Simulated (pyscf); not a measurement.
## Four-centre exchange: HN=Si: (SMILES N=[Si]) [singlet] + NH₃ (SMILES N) -> HN=Si: (SMILES N=[Si]) [singlet] + NH₃ (SMILES N)

Gas phase, singlet surface, charge 0. Bonds broken: N1–H3, N4–H5. Bonds formed: N1–H5, H3–N4. Structures and frequencies: ωB97X-D3(BJ)/def2-SVP in PySCF. Correlated levels are frozen-core, on RHF or UHF. ΔMP2 is the change of the MP2 total energy from the triple- to the quadruple-zeta basis.

Transition state (Å):

```xyz
7

N      0.6183     0.6168    -0.5267
Si     1.7410     1.5825    -1.0537
H     -0.8769     0.1913     0.2545
N     -1.1400    -0.8612     0.2654
H     -0.1943    -0.8943    -0.2686
H     -1.1336    -1.2987     1.1873
H     -1.9614    -1.1087    -0.2872
```

One imaginary mode, 1127i cm⁻¹; descent along it reached the two sides named, in the forms told below.

```tsv
bond	change	reactant side (Å)	saddle	product side
N1–H3	breaks	1.023	1.740	3.5
N4–H5	breaks	1.020	1.087	1.994
N1–H5	forms	3.5	1.735	1.023
H3–N4	forms	1.994	1.085	1.020
```

Electronic energies relative to the separated reactants (kcal/mol):

```tsv
level	barrier	reaction energy	reverse barrier
ωB97X-D3(BJ)/def2-TZVP	45.3	0.0	45.3
PBE/def2-TZVP	37.9	0.0	37.9
r²SCAN/def2-TZVP	40.7	0.0	40.7
B3LYP-D3(BJ)/def2-TZVP	42.4	0.0	42.4
PBE0-D3(BJ)/def2-TZVP	40.7	0.0	40.7
M06-2X/def2-TZVP	44.6	0.0	44.6
ωB97M-D3(BJ)/def2-TZVP	44.4	0.0	44.4
HF/def2-TZVP	57.2	0.0	57.2
MP2/def2-QZVPP	40.2	0.0	40.2
CCSD/def2-TZVPP	47.3	0.0	47.3
CCSD(T)/def2-TZVPP	44.2	0.0	44.2
CCSD(T)/def2-TZVPP + ΔMP2(QZVPP)	43.8	0.0	43.8
```

With CCSD(T)/def2-TZVPP + ΔMP2(QZVPP) energies and thermal terms (ideal gas, 1 atm, RRHO with modes under 100 cm⁻¹ raised to 100, one conformer, R ln 2 for chiral ones without a mode under 150 cm⁻¹), in kcal/mol:

```json
[
 {"T (K)": "298", "ΔH‡": "43.3", "ΔG‡": "51.8", "ΔH": "0.0", "ΔG": "0.0"},
 {"T (K)": "600", "ΔH‡": "43.0", "ΔG‡": "60.5", "ΔH": "0.0", "ΔG": "0.0"},
 {"T (K)": "900", "ΔH‡": "43.1", "ΔG‡": "69.2", "ΔH": "0.0", "ΔG": "0.0"},
 {"T (K)": "1200", "ΔH‡": "43.4", "ΔG‡": "77.9", "ΔH": "0.0", "ΔG": "0.0"}
]
```

On the reactant side the descent ends in a complex, 5.0 kcal/mol under the separated species and 50.3 kcal/mol under the saddle at ωB97X-D3(BJ)/def2-TZVP. On the product side the descent ends in a complex, 5.0 kcal/mol under the separated species and 50.3 kcal/mol under the saddle at ωB97X-D3(BJ)/def2-TZVP. The reactants may also form a dative adduct at HN=Si: [singlet]; it and routes through it were not searched. The products may also form a dative adduct at HN=Si: [singlet]; it and routes through it were not searched. The same reactants have a lower exit, to H₂N–Si:–NH₂ [singlet] (barrier +6.6 kcal/mol at ωB97M-D3(BJ), against +44.4 kcal/mol here). This is the saddle that the search found; another between the same sides may lie lower. The CCSD(T) − MP2 part came from Ansatz, without density fitting, on the same reference.
